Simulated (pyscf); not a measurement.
`[CH3][CH2][SiH3]` + `[H][H]` → `[CH3][CH3]` + `[SiH4]`, a four-centre exchange (singlet surface; C–Si, H–H broken, C–H, H–Si formed). Optimised with ωB97X-D3(BJ)/def2-SVP in PySCF. Energies in kcal/mol from the separated reactants.

Small-basis levels: PySCF, no dispersion term, spherical d functions. AM1 to PM7: differences of heats of formation from MOPAC, which are fitted to 298 K values and so differ in kind from electronic energies by zero-point and thermal terms. Cost: rough CPU time at the saddle relative to B3LYP/6-31G*, from one job on a shared machine.

| level | barrier | reaction energy | cost |
|---|---|---|---|
| HF/STO-3G | ? | -11.3 | 0.04 |
| HF/3-21G | 110.6 | -10.6 | 0.05 |
| HF/6-31G* | 95.8 | -15.3 | 0.06 |
| B3LYP/STO-3G | 126.7 | -7.8 | 0.6 |
| B3LYP/6-31G* | ? | -11.4 | 1 |
| PBE/def2-SVP | 63.6 | -9.3 | 2 |
| AM1 | 97.8 | +4.6 | under 0.02 |
| ωB97M-D3(BJ)/def2-TZVP | ? | -7.8 | – |

Complete the blanks.


- HF/STO-3G, barrier: 159.8
- B3LYP/6-31G*, barrier: 77.3
- ωB97M-D3(BJ)/def2-TZVP, barrier: 70.7

Against the last row the barrier runs from -7.1 (PBE/def2-SVP) to +89.1 kcal/mol (HF/STO-3G). ωB97M-D3(BJ)/def2-TZVP has limits of its own. At the saddle there is also a short H–Si contact that neither side keeps. H₃C–CH₂–SiH₃ lies 12.8 kcal/mol over its isomer H₃C–SiH₂–CH₃ (electronic energy, ωB97M-D3(BJ)/def2-TZVP). One saddle was located; it need not be the lowest between these sides.
